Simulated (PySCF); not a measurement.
Species: C2H2FN3.
Bonds: F1–C2, C2–C3 (aromatic), C3–N4 (aromatic), N4–N5 (aromatic), N5–N6 (aromatic), C2–N6 (aromatic). Hydrogens: H7 on C3; H8 on N6.

The same species was optimised twice, with GFN2-xTB and with PBE0-D3(BJ)/def2-SVP (PySCF), and the same property calculations (PySCF, gas phase) were run on both structures.

```csv
coordinate,GFN2-xTB,PBE0-D3(BJ)/def2-SVP,change
N4–N5 (Å),1.271,1.288,+0.017
F1–C2 (Å),1.324,1.309,-0.015
C3–N4 (Å),1.349,1.359,+0.010
C2–N6 (Å),1.353,1.347,-0.006
N5–N6 (Å),1.334,1.338,+0.004
C2–C3 (Å),1.373,1.372,-0.001
C2–N6–N5 (°),108.8,110.4,+1.6
N4–N5–N6 (°),108.9,107.4,-1.5
F1–C2–N6 (°),121.4,121.8,+0.4
C3–C2–N6 (°),105.5,105.1,-0.4
C2–C3–N4 (°),106.6,106.8,+0.2
F1–C2–C3 (°),133.2,133.1,-0.1
C3–N4–N5 (°),110.3,110.3,0.0
```

Rotational constants: A = 9987, B = 3675, C = 2686 MHz (GFN2-xTB) against A = 9975, B = 3676, C = 2686 MHz (PBE0-D3(BJ)/def2-SVP). Point groups within 0.08 Å: Cs and Cs.

On the GFN2-xTB structure: lowest singlet, TDDFT (eV) 5.78 [wB97X-D/def2-SVPD]; isotropic polarisability (au) 42.0 [wB97X-D/def2-SVPD]; HOMO (eV) -9.73 [wB97X-D/def2-SVPD]; LUMO (eV) 1.53 [wB97X-D/def2-SVPD]; dipole (D) 3.15 [wB97X-D/def2-SVPD]; HOMO (eV) -7.84 [PBE0/pcSseg-1]; LUMO (eV) -0.16 [PBE0/pcSseg-1]; dipole (D) 3.23 [PBE0/pcSseg-1]; GIAO shielding of F1 (ppm) 336.5 [PBE0/pcSseg-1]; GIAO shielding of C2 (ppm) 19.7 [PBE0/pcSseg-1]; GIAO shielding of C3 (ppm) 70.9 [PBE0/pcSseg-1]; GIAO shielding of N4 (ppm) -125.9 [PBE0/pcSseg-1]; GIAO shielding of N5 (ppm) -112.8 [PBE0/pcSseg-1]; GIAO shielding of N6 (ppm) 30.2 [PBE0/pcSseg-1].

Problem. What do these properties become on the PBE0-D3(BJ)/def2-SVP structure?

Solution. 
```
                                    property              level  on GFN2-xTB  on PBE0-D3(BJ)/def2-SVP  change
                  lowest singlet, TDDFT (eV)  wB97X-D/def2-SVPD         5.78                     5.81   +0.03
               isotropic polarisability (au)  wB97X-D/def2-SVPD         42.0                     42.3    +0.3
                                   HOMO (eV)  wB97X-D/def2-SVPD        -9.73                    -9.71   +0.02
                                   LUMO (eV)  wB97X-D/def2-SVPD         1.53                     1.50   -0.03
                                  dipole (D)  wB97X-D/def2-SVPD         3.15                     3.27   +0.12
energy, GFN2-xTB geometry as zero (kcal/mol)  wB97X-D/def2-SVPD          0.0                     -0.7    -0.7
                                   HOMO (eV)      PBE0/pcSseg-1        -7.84                    -7.82   +0.02
                                   LUMO (eV)      PBE0/pcSseg-1        -0.16                    -0.19   -0.03
                                  dipole (D)      PBE0/pcSseg-1         3.23                     3.35   +0.12
energy, GFN2-xTB geometry as zero (kcal/mol)      PBE0/pcSseg-1          0.0                     -0.7    -0.7
                  GIAO shielding of F1 (ppm)      PBE0/pcSseg-1        336.5                    340.5    +4.0
                  GIAO shielding of C2 (ppm)      PBE0/pcSseg-1         19.7                     22.4    +2.7
                  GIAO shielding of C3 (ppm)      PBE0/pcSseg-1         70.9                     68.3    -2.6
                  GIAO shielding of N4 (ppm)      PBE0/pcSseg-1       -125.9                   -138.9   -13.0
                  GIAO shielding of N5 (ppm)      PBE0/pcSseg-1       -112.8                   -115.3    -2.5
                  GIAO shielding of N6 (ppm)      PBE0/pcSseg-1         30.2                     29.4    -0.8
```

The heavy atoms differ by 0.010 Å rms after alignment. Among bonds between heavy atoms N4–N5 changes most (+0.017 Å). Changes are differences of the printed values. Neither structure is proved a minimum here.

The pairwise dispersion term of wB97X-D wasn't added to the energies; at a given geometry it leaves orbitals and properties as they are.
